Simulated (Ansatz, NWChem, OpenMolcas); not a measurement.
**A ladder of methods for NH2 (SMILES [NH2])**

NH2 has 3 atoms, charge 0, and is taken as a doublet. SMILES: `[NH2]`. The coordinates come from a PBE0-D4/def2-TZVP relaxation.

```xyz
3

N     0.3371   -0.2000    0.1662
H     0.1308    0.8059    0.1594
H    -0.4678   -0.6059   -0.3256
```

Each level gives the vertical energy of the quartet above the doublet (eV). The values are calculated.

```tsv
level	kind	program	value (eV)
UHF/def2-TZVPPD	Hartree–Fock	NWChem	6.41
U-revPBE/def2-TZVPPD	GGA	OpenMolcas	7.37
UBLYP/def2-TZVPPD	GGA	Ansatz	7.46
UM06-L/def2-TZVPPD	meta-GGA	OpenMolcas	7.69
UM06-2X/def2-TZVPPD	hybrid meta-GGA	NWChem	7.56
UCAM-B3LYP/def2-TZVPPD	range-separated hybrid	Ansatz	7.55
UPBE-QIDH/def2-TZVPPD	double hybrid	Ansatz	7.42
UMP2/def2-TZVPPD	perturbation theory	NWChem	7.49
```

The values span 6.41 to 7.69 eV.
